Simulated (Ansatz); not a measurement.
Reaction (isomerisation): `C=C(F)C#CC` → `FC1=CC=CC1`

Isolated molecules relaxed with PBE0-D4/def2-TZVP in Ansatz; ΔE leaves out vibrations. CCSD(T)/CBS adds triple-zeta CCSD(T) − MP2 to the extrapolated MP2 energy (def2 sets, frozen cores). DFT in def2-TZVPP. B3LYP here is the variant with VWN-RPA as its local correlation; programs differ in this.

Is it downhill or uphill in electronic energy at CCSD(T)/CBS, and by how much? (Estimate.)

Computed: Downhill: ΔE = -27.3 kcal/mol.

What do these levels give: PBE-D4, PBE0-D4, B3LYP-D4, ωB97X-V, PBE, B3LYP, MP2/def2-TZVPP, SCS-MP2/def2-TZVPP, CCSD(T)/def2-TZVPP, HF/def2-QZVPP, MP2/def2-QZVPP, HF/CBS(def2)? (Best estimate.)

Ansatz gave: PBE-D4 -28.0, PBE0-D4 -31.0, B3LYP-D4 -24.2, ωB97X-V -30.3, PBE -26.9, B3LYP -22.4, MP2/def2-TZVPP -27.2, SCS-MP2/def2-TZVPP -25.1, CCSD(T)/def2-TZVPP -27.1, HF/def2-QZVPP -22.8, MP2/def2-QZVPP -27.3, HF/CBS(def2) -22.9 kcal/mol.

Largest T1 diagnostic among the species: 0.012.

In def2-TZVPP, CCSD(T) changes the Hartree–Fock value by −4.3 kcal/mol (the triples alone add −0.3 kcal/mol) and MP2 by −4.4 kcal/mol. From PBE to PBE0 (25 % exact exchange), in def2-TZVPP and without D4, ΔE moves by −3.2 kcal/mol. The D4 term adds −1.8 kcal/mol with B3LYP and −0.9 kcal/mol with PBE0; it sums over pairs of atoms, weighted by their polarisabilities, and B3LYP, whose exchange is more repulsive, gets the larger term.
